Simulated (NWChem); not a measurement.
## Atomisation of fluorine (F2)

SMILES: FF
```xyz
2

F      0.0000     0.0000     0.6882
F      0.0000     0.0000    -0.6882
```
Charge 0, spin multiplicity 1.

All runs are NWChem calculations. Structure: optimised with PBE0/def2-SVP, a minimum by its harmonic frequencies.

Basis set: def2-QZVP. The atomisation energy is electronic alone: no zero-point, thermal, spin-orbit or counterpoise terms. No value is extrapolated to the basis-set limit. Free atoms are single determinants with multiplicities F 2. Correlated methods freeze the same cores in atoms and molecule, 2 orbitals in all.

The stability of the SCF solutions was not checked. Open-shell Hartree-Fock references start from PBE0 orbitals.

For the atomisation energy, MP2 gives 42.0 kcal/mol and BHandHLYP gives 15.8 kcal/mol. What do LC-wPBE (omega 0.3 per bohr), HF, PBE0 give?

LC-wPBE (omega 0.3 per bohr): 44.9 kcal/mol; HF: -34.9 kcal/mol; PBE0: 35.0 kcal/mol.
